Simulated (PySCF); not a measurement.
**Dipole moment and polarisability of `Cn1ccnn1`**

C3H5N3.
Structure used (GFN2-xTB), in Å, numbered top down from 1:
```
atom  x, y, z in Å
C1    -1.655    0.037    0.111
N2    -0.245   -0.194    0.018
C3     0.757    0.712   -0.053
C4     1.897   -0.053   -0.134
N5     1.531   -1.347   -0.110
N6     0.258   -1.422   -0.019
H7    -1.882    0.666    0.973
H8    -2.025    0.524   -0.794
H9    -2.141   -0.930    0.225
H10    0.587    1.768   -0.038
H11    2.923    0.242   -0.206
```

Level: B3LYP/def2-SVPD (PySCF), static field, nuclei fixed, core orbitals frozen in the response. The polarisability tensor in these axes (au):

```
x   68.68 -1.97 -2.05
y   -1.97 57.30  0.13
z   -2.05  0.13 38.05
```

Task: What are the eigenvalues, a third of the trace, and Δα (Δα² = ½Σ(αi − αj)² over the three pairs)?

Result: Principal values 37.91, 56.97 and 69.15 au; mean 54.68 au = 8.10 Å³ = 9.02 × 10⁻⁴⁰ C²·m²/J; Δα = 27.27 au (50 % of the mean).

Task: What is the dipole moment, and where does it point?

Result: (-2.30, 4.03, 0.16) D, 4.64 D in size, pointing from the negative to the positive side. Measured along this direction, the outermost atoms are N5 at the negative end and H7 and H8 at the positive end.

Task: What would n − 1 = 2πNα be for an ideal gas of these molecules at 273.15 K and 1 atm, electronic part alone?

Result: N = p/kT = 2.6868 × 10¹⁹ cm⁻³, so n − 1 = 2π × N × 8.10 × 10⁻²⁴ cm³ = 1368 × 10⁻⁶ at long wavelengths, for an ideal gas.

Task: In TDDFT the mean static polarisability is Σ f/ω² over all singlet excitations (ω in hartree). How much of it do the 8 lowest give? Their energies (eV) and oscillator strengths: 5.57, 0.0041; 6.60, 0.0868; 6.79, 0.0066; 6.79, 0.0189; 6.81, 0.0212; 7.15, 0.0296; 7.33, 0.0026; 7.53, 0.0023.

Result: They add up to 2.82 au, 5.2 % of the 54.68 au; the largest single term is 1.48 au, from the state at 6.60 eV. Terms in order: 0.10, 1.48, 0.11, 0.30, 0.34, 0.43, 0.04, 0.03 au. Higher excitations give the rest. The strengths listed sum to 0.172.

Task: Directions of the eigenvectors, and the extent of the frame along each?

Result: Largest value along (0.98, -0.16, -0.07), where the nuclei span 4.88 Å; middle along (0.16, 0.99, -0.01), 3.20 Å; least along (0.07, 0.00, 1.00), 1.77 Å. The response follows the extents in order.

Task: What depolarisation ratio follows for Rayleigh scattering of linearly polarised light, taking the static tensor?

Result: ρ = 3Δα²/(45ᾱ² + 4Δα²) = 2231.2/(134533 + 2975.0) = 0.0162.

Isolated species at its GFN2-xTB geometry, gas phase.
